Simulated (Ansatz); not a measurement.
Basis-set extrapolation for furan (PBE0-D4/def2-TZVP geometry, frozen core, Ansatz). Multiplicity 1, RHF reference.

```csv
,def2-TZVPP,def2-QZVPP
HF,-228.716176,-228.726267
MP2 correlation,-0.865088,-0.923934
CCSD(T) correlation,-0.923975,not run
```

Energies in hartree. Use E(X) = E(∞) + A·exp(−7.88·√X) for Hartree–Fock and E(X) = E(∞) + B·X^(−2.97) for correlation, with X = 3 and 4, and add CCSD(T) minus MP2 of the smaller set to the MP2 limit.

Question: What is the CCSD(T) energy at the basis-set limit?

Answer: HF limit: -228.726267 + (-0.010091) × 0.13774 = -228.72766. MP2 limit: -0.923934 + (-0.058846) × 0.74074 = -0.96752. Higher-order term: -0.923975 − (-0.865088) = -0.05889. Total: -229.75407 hartree, 299.1 kJ/mol below CCSD(T)/def2-TZVPP.
